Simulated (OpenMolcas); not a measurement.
**A ladder of methods for AlH2F (SMILES [F][AlH2])**

The species is AlH2F (4 atoms), meant as a singlet with charge 0. As SMILES, `[F][AlH2]`. Geometry: a GFN2-xTB relaxation, a rough one for these elements and not checked as a minimum.

Quantity: the vertical energy of the triplet above the singlet, in eV. The values are calculated.

```json
{"level": "HF/STO-3G", "kind": "Hartree–Fock", "program": "OpenMolcas", "value (eV)": "7.84", "less FCI/STO-3G": "-0.20", "CPU time (all runs)": "4 s"}
{"level": "SVWN5/STO-3G", "kind": "LDA", "program": "OpenMolcas", "value (eV)": "7.02", "less FCI/STO-3G": "-1.02", "CPU time (all runs)": "8.5 s"}
{"level": "PBE/STO-3G", "kind": "GGA", "program": "OpenMolcas", "value (eV)": "7.03", "less FCI/STO-3G": "-1.01", "CPU time (all runs)": "9.4 s"}
{"level": "r2SCAN/STO-3G", "kind": "meta-GGA", "program": "OpenMolcas", "value (eV)": "7.27", "less FCI/STO-3G": "-0.77", "CPU time (all runs)": "13 s"}
{"level": "M06-2X/STO-3G", "kind": "hybrid meta-GGA", "program": "OpenMolcas", "value (eV)": "7.82", "less FCI/STO-3G": "-0.22", "CPU time (all runs)": "12 s"}
{"level": "PBE0/STO-3G", "kind": "global hybrid", "program": "OpenMolcas", "value (eV)": "7.45", "less FCI/STO-3G": "-0.59", "CPU time (all runs)": "9.1 s"}
{"level": "CASPT2(2,2)/STO-3G", "kind": "multireference", "program": "OpenMolcas", "value (eV)": "8.45", "less FCI/STO-3G": "+0.41", "CPU time (all runs)": "3.1 s"}
{"level": "FCI/STO-3G, open shells restricted", "kind": "exact in the basis", "program": "OpenMolcas", "value (eV)": "8.04", "less FCI/STO-3G": "0.00", "CPU time (all runs)": "8.1 s"}
```

FCI/STO-3G, open shells restricted is exact within its basis and frozen core, so for wave-function methods in that basis the difference is their error; functionals converge differently with the basis, so for them it is only a difference. The values span 7.02 to 8.45 eV. A triplet this far above the singlet is often a Rydberg-like or dissociative state; sets without diffuse functions put Rydberg states too high. All rows use very small basis sets, so even the best lies far from the true value. CPU times are rough (shared hosts, several kinds of processor): they show what a rung costs within a factor of a few.
